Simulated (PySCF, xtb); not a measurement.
O2, SMILES O=O (connectivity only; charge and spin as stated), charge +1, multiplicity 2.

Harmonic wavenumbers (cm⁻¹) from GFN2-xTB in xtb at its own minimum, in rising order: 1986.

Question: What does B3LYP-D3(BJ)/def2-TZVPD in PySCF 2.14.0 give at its own minimum? (Estimate from the structure and the level; the computed values follow.)

Answer: 2053. Paired by order, the mean absolute difference is 66 cm⁻¹ and the zero-point energies are 2.8 and 2.9 kcal/mol.
